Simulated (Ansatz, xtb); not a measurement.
## Two isomers of C3H5F3

We compare I, `CCC(F)(F)F`, a singlet, with II, `CC(F)(F)CF`, a singlet. Both are isolated molecules in the gas phase, relaxed with PBE0-D3(BJ)/def2-SVP; each stands in its lowest conformer found.

Which of the two would you expect CCSD(T)/def2-SVP + ΔMP2/def2-TZVPP electronic energies to favour?

Structure I; the calculation gives E(II) − E(I) = +12.3 kcal/mol.

Level by level:

```tsv
level	geometry	E(II) − E(I) (kcal/mol)	departure from the last row (kcal/mol)	job, with rough time for the two
GFN2-xTB	GFN2-xTB	+7.4	−4.8	optimisation, 0.11 s
HF/STO-3G	GFN2-xTB	+14.9	+2.6	single point, 0.41 s
r2SCAN-D4/def2-SVP	GFN2-xTB	+16.1	+3.8	single point, 2.9 s
PBE0-D3(BJ)/def2-SVP	PBE0-D3(BJ)/def2-SVP	+15.5	+3.2	optimisation, 27 s
HF/def2-SVP	PBE0-D3(BJ)/def2-SVP	+14.0	+1.7	part of the CCSD(T) run
MP2/def2-SVP	PBE0-D3(BJ)/def2-SVP	+16.2	+3.9	part of the CCSD(T) run
CCSD(T)/def2-SVP	PBE0-D3(BJ)/def2-SVP	+15.1	+2.8	single point
CCSD(T)/def2-SVP + ΔMP2/def2-TZVPP	PBE0-D3(BJ)/def2-SVP	+12.3		single point, 35 s
```

As drawn, both hold the same kinds of bond in the same numbers.

The levels shown agree on the order. The largest departure from CCSD(T)/def2-SVP + ΔMP2/def2-TZVPP is that of GFN2-xTB, 4.8 kcal/mol. The last row adds to CCSD(T) the change of the MP2 difference between the two basis sets, here −2.8 kcal/mol.

With harmonic frequencies from PBE0-D3(BJ)/def2-SVP (ideal gas, rigid rotor, one conformer each, 298.15 K, 1 atm): the zero-point term adds −0.2 kcal/mol; ΔH is +12.2 and ΔG +12.0 kcal/mol.

The correlated steps freeze 6 core orbitals. Mirror images aren't counted in ΔG. Programs: Ansatz 0.2.0, xtb 6.7.1; the last row on 2 threads of Intel(R) Xeon(R) 6975P-C (Granite Rapids) on a shared host.
